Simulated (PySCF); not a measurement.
`[SiH3]Cl`. Structure optimised with GFN2-xTB, isolated species.

```
atom  x, y, z in Å
Si1   -0.1267    0.0052   -0.0112
Cl2    1.8787   -0.0685    0.1047
H3    -0.5619   -0.9656   -1.0090
H4    -0.5111    1.3567   -0.4031
H5    -0.6704   -0.3250    1.3014
```

Q: What is the repulsion energy of the bare nuclei, Σ ZA·ZB/RAB?

A: 88.10 Eh over 10 pairs, with full nuclear charges and distances in bohr; the largest single term is 62.66 Eh (Si1 with Cl2).

Q: Which two atoms are farthest apart?

A: Cl2···H3, Cl2···H4 and Cl2···H5, 2.829 Å down to 2.828 Å.

Q: Work out the bond lengths Si1–Cl2, Si1–H3, Si1–H4, Si1–H5 in Å.

A: For Si1–Cl2 the difference vector is (2.0054, -0.0737, 0.1158) Å, of length 2.0101 Å. Si1–Cl2 2.010; Si1–H3 1.459; Si1–H4 1.459; Si1–H5 1.459 Å.

Q: What are the angles Cl2–Si1–H5, Cl2–Si1–H3, Cl2–Si1–H4, H4–Si1–H5, H3–Si1–H4, H3–Si1–H5?

A: From the scalar product of the two bond vectors; for Cl2–Si1–H5 it is -0.9140 Å² over 2.0101 × 1.4586 Å², cos θ = -0.3117. Cl2–Si1–H5 108.2°; Cl2–Si1–H3 108.2°; Cl2–Si1–H4 108.2°; H4–Si1–H5 110.7°; H3–Si1–H4 110.7°; H3–Si1–H5 110.7°.

Q: How far apart are these pairs, which share no bond: H3···H4, H3···H5, H4···H5?

A: H3···H4 2.401 Å (2 bonds apart); H3···H5 2.400 Å (2 bonds apart); H4···H5 2.400 Å (2 bonds apart).

Q: Where is the centre of mass (commonest isotopes), and what is the radius of gyration?

A: Mass 65.969 u; centre at (0.915, -0.033, 0.049) Å; Rg = √(Σ m r²/M) = 1.071 Å. As Ia + Ib + Ic = 2 Σ m r², the three principal moments sum to 151.5 u·Å².

Not checked by GFN2-xTB frequencies.

These are computed values.
